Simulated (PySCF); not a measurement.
# C₅H₈O: magnetic properties

Aim: compute the magnetic properties of C₅H₈O (`C=COC1CC1`).

Computed with PySCF 2.14.0 and routines of our own; the level stands in each step. Atoms count from 0.

### Step 1. The starting structure

14 atoms, charge 0, multiplicity 1; geometry from: GFN2-xTB.

### Step 2. Magnetic properties: GIAO B3LYP/pcSseg-1

What the job is given:

```
{"job": {"kind": "mag", "xc": "B3LYP", "basis": "pcSseg-1", "isotopologues": 2}, "charge": 0, "multiplicity": 1}
C      2.187339     0.163981     0.239086
C      1.475642    -0.560371    -0.608647
O      0.165395    -0.904699    -0.525889
C     -0.534535    -0.493603     0.610370
C     -1.994419    -0.223585     0.439874
C     -1.050253     0.913920     0.699485
H      3.225141     0.355936     0.044336
H      1.771994     0.588617     1.135100
H      1.900262    -0.978120    -1.511849
H     -0.191979    -0.975691     1.523264
H     -2.667255    -0.534577     1.223633
H     -2.396282    -0.323721    -0.555793
H     -0.825398     1.577593    -0.121089
H     -1.066330     1.393846     1.665979
```

Method: GIAO B3LYP/pcSseg-1 magnetisability, rotational g tensor and spin-rotation constants, non-relativistic, gas phase.

The run is started by

```console
OMP_NUM_THREADS=1 python excited_run.py task.json out
```

The driver reads the jobs from task.json and runs them one after another.

Log:

```text
coarse grid: 11480 points
cycle   1  E = -270.3439188649  dE =  8.773e-01  |g| = 5.925e-01  |ddm| = 3.259e+00
cycle   2  E = -270.2982774308  dE =  4.564e-02  |g| = 7.809e-01  |ddm| = 1.022e+00
cycle   3  E = -270.4152076346  dE = -1.169e-01  |g| = 1.107e-01  |ddm| = 6.253e-01
cycle   4  E = -270.4171645352  dE = -1.957e-03  |g| = 4.323e-02  |ddm| = 9.448e-02
cycle   5  E = -270.4175317410  dE = -3.672e-04  |g| = 1.522e-02  |ddm| = 4.242e-02
cycle   6  E = -270.4175876102  dE = -5.587e-05  |g| = 3.965e-03  |ddm| = 1.523e-02
cycle   7  E = -270.4175912470  dE = -3.637e-06  |g| = 7.221e-04  |ddm| = 3.313e-03
final grid: 110224 points
cycle   8  E = -270.4769674239  dE = -3.913e-05  |g| = 6.840e-03  |ddm| = 2.273e-02
cycle   9  E = -270.4769591934  dE =  8.231e-06  |g| = 9.436e-03  |ddm| = 1.096e-02
cycle  10  E = -270.4769778141  dE = -1.862e-05  |g| = 1.455e-03  |ddm| = 6.518e-03
cycle  11  E = -270.4769782378  dE = -4.237e-07  |g| = 2.225e-04  |ddm| = 1.381e-03
cycle  12  E = -270.4769782454  dE = -7.533e-09  |g| = 1.308e-04  |ddm| = 2.647e-04
cycle  13  E = -270.4769782496  dE = -4.231e-09  |g| = 2.366e-05  |ddm| = 1.051e-04
cycle  14  E = -270.4769782497  dE = -1.170e-10  |g| = 8.437e-06  |ddm| = 2.272e-05
converged SCF energy = -270.4769782497

Magnetisability tensor (1e-30 J/T^2)
     -951.47       19.43       26.14
       19.43    -1017.54       38.33
       26.14       38.33    -1110.63
isotropic -1026.55   principal values   -1126.31  -1014.87   -938.47
isotropic susceptibility -61.820 1e-6 cm^3/mol

Inertial axes            a          b          c
rot. const./GHz      8.8079     2.5224     2.1465
chi total           -58.603    -60.066    -66.792
chi diamagnetic    -223.482   -570.651   -655.478
chi paramagnetic    164.878    510.586    588.686
quadrupole/D A        2.537     -1.784     -0.753
g nuclear            0.6495     0.6004     0.5959
g electronic        -0.6823    -0.6050    -0.5936
g total             -0.0327    -0.0046     0.0022

Spin-rotation constants (kHz, H = +C I.J)
atom  isotope        aa         bb         cc
  6     1H        0.582     -0.245     -0.254
  7     1H       -0.303     -0.045     -0.198
  8     1H       -0.198     -0.033     -0.155
  9     1H       -0.809     -0.270      0.069
 10     1H       -0.306     -0.288     -0.138
 11     1H       -0.866     -0.146     -0.116
 12     1H       -0.917     -0.277     -0.000
 13     1H       -0.953     -0.034     -0.203
  0    13C*       3.386      0.591      0.325
  1    13C*       4.357      0.846      0.567
  2    17O*      -1.820     -0.541     -0.226
  3    13C*       1.889      0.488      0.408
  4    13C*       1.385      0.362      0.207
* in the singly substituted isotopologue

Isotopologues: g along a, b, c
2H    at 6,7,8,9,10,11,    -0.0256    -0.0038     0.0018
13C   at 0                 -0.0326    -0.0045     0.0022
```

It took 28 s on 1 thread of Arm Neoverse N1, shared host; peak memory 0.68 GiB.

Key values:

```csv
quantity,value
magnetisability,-1027·10⁻³⁰ J/T²
molar susceptibility,-61.8·10⁻⁶ cm³/mol
"rotational g (a, b, c)","-0.0327, -0.0046, 0.0022"
```

### Step 3. Magnetic properties: GIAO B3LYP/6-311G**

The job, as its differences from that of step 2:

```diff
@@ -1,2 +1,2 @@
-{"job": {"kind": "mag", "xc": "B3LYP", "basis": "pcSseg-1", "isotopologues": 2}, "charge": 0, "multiplicity": 1}
+{"job": {"kind": "mag", "xc": "B3LYP", "basis": "6-311G**"}, "charge": 0, "multiplicity": 1}
 C      2.187339     0.163981     0.239086
```

Level: GIAO B3LYP/6-311G** magnetisability, rotational g tensor and spin-rotation constants, non-relativistic, gas phase.

Log:

```text
coarse grid: 11480 points
cycle   1  E = -270.4916678739  dE =  8.848e-01  |g| = 6.154e-01  |ddm| = 2.883e+00
cycle   2  E = -270.4404535052  dE =  5.121e-02  |g| = 8.197e-01  |ddm| = 1.068e+00
cycle   3  E = -270.5677866006  dE = -1.273e-01  |g| = 1.181e-01  |ddm| = 6.506e-01
cycle   4  E = -270.5699544355  dE = -2.168e-03  |g| = 5.014e-02  |ddm| = 9.688e-02
cycle   5  E = -270.5704400534  dE = -4.856e-04  |g| = 1.741e-02  |ddm| = 4.498e-02
cycle   6  E = -270.5705133278  dE = -7.327e-05  |g| = 4.177e-03  |ddm| = 1.562e-02
cycle   7  E = -270.5705173128  dE = -3.985e-06  |g| = 7.973e-04  |ddm| = 3.315e-03
final grid: 110224 points
cycle   8  E = -270.5746671639  dE = -3.888e-05  |g| = 6.774e-03  |ddm| = 2.952e-02
cycle   9  E = -270.5746599059  dE =  7.258e-06  |g| = 9.018e-03  |ddm| = 9.962e-03
cycle  10  E = -270.5746770614  dE = -1.716e-05  |g| = 1.430e-03  |ddm| = 5.885e-03
cycle  11  E = -270.5746774429  dE = -3.815e-07  |g| = 2.913e-04  |ddm| = 1.298e-03
cycle  12  E = -270.5746774581  dE = -1.523e-08  |g| = 1.409e-04  |ddm| = 3.115e-04
cycle  13  E = -270.5746774630  dE = -4.866e-09  |g| = 2.581e-05  |ddm| = 1.038e-04
cycle  14  E = -270.5746774631  dE = -1.367e-10  |g| = 8.844e-06  |ddm| = 2.201e-05
converged SCF energy = -270.5746774631

Magnetisability tensor (1e-30 J/T^2)
     -945.36       18.94       24.23
       18.94    -1017.33       40.28
       24.23       40.28    -1108.95
isotropic -1023.88   principal values   -1125.60  -1012.14   -933.91
isotropic susceptibility -61.660 1e-6 cm^3/mol

Inertial axes            a          b          c
rot. const./GHz      8.8079     2.5224     2.1465
chi total           -58.191    -59.940    -66.847
chi diamagnetic    -222.814   -570.130   -654.853
chi paramagnetic    164.623    510.190    588.005
quadrupole/D A        2.431     -1.643     -0.788
g nuclear            0.6495     0.6004     0.5959
g electronic        -0.6812    -0.6046    -0.5930
g total             -0.0317    -0.0042     0.0029

Spin-rotation constants (kHz, H = +C I.J)
atom  isotope        aa         bb         cc
  6     1H        0.579     -0.250     -0.257
  7     1H       -0.315     -0.045     -0.201
  8     1H       -0.195     -0.033     -0.155
  9     1H       -0.819     -0.271      0.070
 10     1H       -0.310     -0.292     -0.141
 11     1H       -0.879     -0.149     -0.118
 12     1H       -0.938     -0.280     -0.001
 13     1H       -0.966     -0.034     -0.206
  0    13C*       3.291      0.570      0.313
  1    13C*       4.245      0.825      0.553
  2    17O*      -1.785     -0.526     -0.224
  3    13C*       1.843      0.476      0.400
  4    13C*       1.334      0.348      0.199
* in the singly substituted isotopologue
```

It took 30 s on 1 thread of Arm Neoverse N1, shared host; peak memory 0.72 GiB.

Key values:

| quantity | value |
| --- | --- |
| magnetisability | -1024·10⁻³⁰ J/T² |
| molar susceptibility | -61.7·10⁻⁶ cm³/mol |
| rotational g (a, b, c) | -0.0317, -0.0042, 0.0029 |

### Step 4. Magnetic properties: GIAO KT3/6-31G

The job, as its differences from that of step 3:

```diff
@@ -1,2 +1,2 @@
-{"job": {"kind": "mag", "xc": "B3LYP", "basis": "6-311G**"}, "charge": 0, "multiplicity": 1}
+{"job": {"kind": "mag", "xc": "KT3", "basis": "6-31G"}, "charge": 0, "multiplicity": 1}
 C      2.187339     0.163981     0.239086
```

Level: GIAO KT3/6-31G magnetisability, rotational g tensor and spin-rotation constants, non-relativistic, gas phase.

Log:

```text
coarse grid: 11480 points
cycle   1  E = -274.6117498800  dE =  8.268e-01  |g| = 6.413e-01  |ddm| = 3.548e+00
cycle   2  E = -274.4764108949  dE =  1.353e-01  |g| = 1.026e+00  |ddm| = 1.831e+00
cycle   3  E = -274.7033960158  dE = -2.270e-01  |g| = 1.831e-01  |ddm| = 1.209e+00
cycle   4  E = -274.7106295241  dE = -7.234e-03  |g| = 5.778e-02  |ddm| = 2.349e-01
cycle   5  E = -274.7113019862  dE = -6.725e-04  |g| = 2.854e-02  |ddm| = 8.464e-02
cycle   6  E = -274.7115416604  dE = -2.397e-04  |g| = 3.721e-03  |ddm| = 3.499e-02
cycle   7  E = -274.7115450213  dE = -3.361e-06  |g| = 1.607e-03  |ddm| = 5.877e-03
final grid: 110224 points
cycle   8  E = -274.6072372180  dE = -5.581e-05  |g| = 1.594e-02  |ddm| = 4.332e-02
cycle   9  E = -274.6070384405  dE =  1.988e-04  |g| = 3.465e-02  |ddm| = 4.794e-02
cycle  10  E = -274.6072806672  dE = -2.422e-04  |g| = 4.259e-03  |ddm| = 3.752e-02
cycle  11  E = -274.6072860854  dE = -5.418e-06  |g| = 6.005e-04  |ddm| = 4.692e-03
cycle  12  E = -274.6072861719  dE = -8.655e-08  |g| = 1.654e-04  |ddm| = 7.990e-04
cycle  13  E = -274.6072861803  dE = -8.375e-09  |g| = 2.269e-05  |ddm| = 2.748e-04
cycle  14  E = -274.6072861805  dE = -1.379e-10  |g| = 9.307e-06  |ddm| = 3.800e-05
converged SCF energy = -274.6072861805

Magnetisability tensor (1e-30 J/T^2)
     -938.18       24.37       24.05
       24.37    -1010.31       39.77
       24.05       39.77    -1083.93
isotropic -1010.81   principal values   -1102.29  -1007.36   -922.78
isotropic susceptibility -60.872 1e-6 cm^3/mol

Inertial axes            a          b          c
rot. const./GHz      8.8079     2.5224     2.1465
chi total           -57.762    -59.091    -65.764
chi diamagnetic    -221.547   -568.193   -653.231
chi paramagnetic    163.785    509.101    587.467
quadrupole/D A        3.011     -2.200     -0.811
g nuclear            0.6495     0.6004     0.5959
g electronic        -0.6777    -0.6033    -0.5924
g total             -0.0282    -0.0029     0.0035

Spin-rotation constants (kHz, H = +C I.J)
atom  isotope        aa         bb         cc
  6     1H        0.504     -0.255     -0.265
  7     1H       -0.364     -0.059     -0.208
  8     1H       -0.239     -0.041     -0.169
  9     1H       -0.860     -0.278      0.059
 10     1H       -0.335     -0.301     -0.144
 11     1H       -0.921     -0.151     -0.122
 12     1H       -0.962     -0.291     -0.004
 13     1H       -0.999     -0.038     -0.210
  0    13C*       2.800      0.521      0.268
  1    13C*       3.564      0.726      0.475
  2    17O*      -1.744     -0.505     -0.237
  3    13C*       1.631      0.418      0.353
  4    13C*       1.190      0.302      0.165
* in the singly substituted isotopologue
```

It took 17 s on 1 thread of Arm Neoverse N1, shared host; peak memory 0.43 GiB.

In short:

| quantity | value |
| --- | --- |
| magnetisability | -1011·10⁻³⁰ J/T² |
| molar susceptibility | -60.9·10⁻⁶ cm³/mol |
| rotational g (a, b, c) | -0.0282, -0.0029, 0.0035 |

### Step 5. Magnetic properties: GIAO OPBE/ANO-RCC-VDZP

The job, as its differences from that of step 4:

```diff
@@ -1,2 +1,2 @@
-{"job": {"kind": "mag", "xc": "KT3", "basis": "6-31G"}, "charge": 0, "multiplicity": 1}
+{"job": {"kind": "mag", "xc": "OPBE", "basis": "ANO-RCC-VDZP", "scf": {"diis": false, "max_cycle": 91}}, "charge": 0, "multiplicity": 1}
 C      2.187339     0.163981     0.239086
```

Method: GIAO OPBE/ANO-RCC-VDZP magnetisability, rotational g tensor and spin-rotation constants, non-relativistic, gas phase.

Log:

```text
final grid: 110224 points
cycle   1  E = -270.3685748738  dE =  7.271e-01  |g| = 6.135e-01  |ddm| = 5.096e+00
cycle   2  E = -270.2525603313  dE =  1.160e-01  |g| = 9.595e-01  |ddm| = 1.719e+00
cycle   3  E = -269.9507859216  dE =  3.018e-01  |g| = 1.551e+00  |ddm| = 2.347e+00
cycle   4  E = -267.7798758448  dE =  2.171e+00  |g| = 3.207e+00  |ddm| = 6.614e+00
cycle   5  E = -263.2839569614  dE =  4.496e+00  |g| = 4.714e+00  |ddm| = 9.072e+00
cycle   6  E = -216.5399998086  dE =  4.674e+01  |g| = 9.144e+00  |ddm| = 3.056e+01
cycle   7  E = -206.9315404530  dE =  9.608e+00  |g| = 1.076e+01  |ddm| = 3.496e+01
cycle   8  E = -126.0407466290  dE =  8.089e+01  |g| = 1.375e+01  |ddm| = 2.506e+01
cycle   9  E = -108.9841310375  dE =  1.706e+01  |g| = 1.413e+01  |ddm| = 2.366e+01
cycle  10  E = -57.9285064399  dE =  5.106e+01  |g| = 1.457e+01  |ddm| = 6.283e+01
[... 71 cycles left out ...]
cycle  82  E = -52.1966707991  dE = -1.627e+01  |g| = 1.401e+01  |ddm| = 6.195e+01
cycle  83  E = -35.9269662118  dE =  1.627e+01  |g| = 1.501e+01  |ddm| = 6.195e+01
cycle  84  E = -52.1966707991  dE = -1.627e+01  |g| = 1.401e+01  |ddm| = 6.195e+01
cycle  85  E = -35.9269662118  dE =  1.627e+01  |g| = 1.501e+01  |ddm| = 6.195e+01
cycle  86  E = -52.1966707991  dE = -1.627e+01  |g| = 1.401e+01  |ddm| = 6.195e+01
cycle  87  E = -35.9269662118  dE =  1.627e+01  |g| = 1.501e+01  |ddm| = 6.195e+01
cycle  88  E = -52.1966707991  dE = -1.627e+01  |g| = 1.401e+01  |ddm| = 6.195e+01
cycle  89  E = -35.9269662118  dE =  1.627e+01  |g| = 1.501e+01  |ddm| = 6.195e+01
cycle  90  E = -52.1966707991  dE = -1.627e+01  |g| = 1.401e+01  |ddm| = 6.195e+01
cycle  91  E = -35.9269662118  dE =  1.627e+01  |g| = 1.501e+01  |ddm| = 6.195e+01
SCF not converged, last energy = -35.9269662118
```

Run time: 6.9 min. Hardware: 1 thread of Arm Neoverse N1, shared host; peak memory 0.46 GiB.

Diagnosis: The SCF swings between two densities 16.27 Eh apart: plain iteration without DIIS overshoots. Cure: turn DIIS on. Numbers printed on the way are no properties of the molecule.

### Step 6. Magnetic properties side by side

```
              level  ξ (10⁻³⁰ J/T²)     g(a)     g(b)  gap (eV)  functions  time
GIAO B3LYP/pcSseg-1           -1027  -0.0327  -0.0046      7.19        142  28 s
GIAO B3LYP/6-311G**           -1024  -0.0317  -0.0042      7.21        156  30 s
     GIAO KT3/6-31G           -1011  -0.0282  -0.0029      5.64         70  17 s
```

### Step 7. What came out

```
                                            quantity                               value
       magnetisability (step 2, GIAO B3LYP/pcSseg-1)                    -1027·10⁻³⁰ J/T²
  molar susceptibility (step 2, GIAO B3LYP/pcSseg-1)                  -61.8·10⁻⁶ cm³/mol
rotational g (a, b, c) (step 2, GIAO B3LYP/pcSseg-1)            -0.0327, -0.0046, 0.0022
                     magnetisability over the levels           -1027 to -1011·10⁻³⁰ J/T²
                                                runs  1 failed, 0 ended on unsound input
```

The magnetisability spreads by 1.5 % over 3 levels, from GIAO B3LYP/pcSseg-1 (28 s) to GIAO KT3/6-31G (17 s); the runs took 17 s to 30 s. Vibrational averaging and real surroundings are missing from these values.
